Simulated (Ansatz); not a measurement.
## Si2NH6 (SMILES N[SiH][SiH3]): methods side by side

Si2NH6: 9 atoms, total charge 0, spin state doublet. SMILES: `N[SiH][SiH3]`. Geometry: optimised at B3LYP/def2-SVP. This is one conformer, not always the lowest.

Each level gives the adiabatic electron affinity (to the singlet anion, shapes relaxed at B3LYP/def2-SVP, no zero-point term) (eV). The values are calculated.

The electron affinity is E(neutral) − E(anion): positive where the electron is bound.

```
              level                    kind  program  value (eV)  less CCSD(T)/def2-TZVP  CPU time (all runs)
      UHF/def2-TZVP            Hartree–Fock   Ansatz        0.04                   -1.10                4.3 s
     UPBE/def2-TZVP                     GGA   Ansatz        1.18                   +0.04                  8 s
 U-r2SCAN/def2-TZVP                meta-GGA   Ansatz        1.07                   -0.07                 17 s
   UB3LYP/def2-TZVP           global hybrid   Ansatz        1.20                   +0.06                 10 s
U-wB97M-V/def2-TZVP  range-separated hybrid   Ansatz        1.29                   +0.15                 40 s
     UMP2/def2-TZVP     perturbation theory   Ansatz        1.05                   -0.09                5.9 s
 UCCSD(T)/def2-TZVP   coupled cluster or CI   Ansatz        1.14                    0.00              1.7 min
```

Differences are taken from UCCSD(T)/def2-TZVP for orientation; it has basis-set and higher-order errors of its own. The values span 0.04 to 1.29 eV. CPU times are rough (shared hosts, several kinds of processor): they show what a rung costs within a factor of a few.
